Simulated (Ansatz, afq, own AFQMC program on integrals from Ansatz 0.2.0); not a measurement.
## Al2H2⁺, quartet in cc-pVDZ, levels against CCSDTQ

```json
{"atom": "Al", "x (Å)": "0.0000", "y (Å)": "0.0000", "z (Å)": "1.1500"}
{"atom": "Al", "x (Å)": "0.0000", "y (Å)": "0.0000", "z (Å)": "-1.1500"}
{"atom": "H", "x (Å)": "0.0000", "y (Å)": "0.0000", "z (Å)": "2.7245"}
{"atom": "H", "x (Å)": "0.0000", "y (Å)": "0.0000", "z (Å)": "-2.7245"}
```

Connectivity, by distances: AlH–AlH.

Basis cc-pVDZ. Noble-gas cores (and the filled d shells of Ga–Kr and In–Xe) are frozen. AFQMC by an in-house program on the Cholesky factors that Ansatz 0.2.0 writes for its CCSD(T) run. ph-AFQMC/CISD is guided by a CISD state made of CCSD amplitudes; releasing the constraint for a short imaginary time cuts its bias at the price of noise, slowly where states lie close. Error bars are statistical, one sigma.

Determinant: ROHF, the one that the program's search chose, which needn't be the lowest solution. The geometry is a PBE0/def2-TZVP stationary point of this or a neighbouring charge and spin state.

No full CI on the walks' own integrals is used here; CCSDTQ serves as the reference and is uncertain by about the last step of the cluster series.

Cautions: another spin lies lower (by 3.10 eV); strong correlation (T1 0.050, weight of the determinant 0.86, largest double 0.08); the released energies are still falling, so no released level is given (meV from the phaseless value at times in 1/Eh: -3.4 ± 2.3 at 0.24, -7.5 ± 2.0 at 0.51, -11.8 ± 1.8 at 0.99, -14.6 ± 1.3 at 1.62, -19.9 ± 1.9 at 2.40).

The T1 diagnostic is 0.0505 and the weight of the determinant in the CISD state is 0.865. The size of the correlated space is 7 electrons in 36 orbitals.

```json
{"level": "MP2", "correlation energy (eV)": "-2.0525"}
{"level": "CCSD", "correlation energy (eV)": "-2.9278"}
{"level": "CCSD(T)", "correlation energy (eV)": "-3.0261"}
```

(1) Estimate where phaseless AFQMC with a CISD trial lies against CCSD(T) on the same integrals.

(1) 0.58 ± 0.06 kcal/mol below CCSD(T).

Reference: CCSDTQ, correlation energy -3.080 eV.

```json
{"level": "CCSD(T)", "E − E(reference) (kcal/mol)": "1.24", "share of correlation (%)": "98.26"}
{"level": "CCSDT", "E − E(reference) (kcal/mol)": "0.13", "share of correlation (%)": "99.82"}
{"level": "CCSDT(Q)", "E − E(reference) (kcal/mol)": "0.03", "share of correlation (%)": "99.96"}
{"level": "ph-AFQMC/CISD", "E − E(reference) (kcal/mol)": "0.65 ± 0.06", "share of correlation (%)": "99.08"}
```

CCSDT and higher add their correlation energy to the determinant of the CCSD(T) run, since their own runs factorise the integrals more tightly (a shift of under 2 meV). A walk keeps the symmetry of its determinant, which the program's search chose and which needn't be the lowest solution, so a lower state of the same spin and another symmetry isn't excluded.
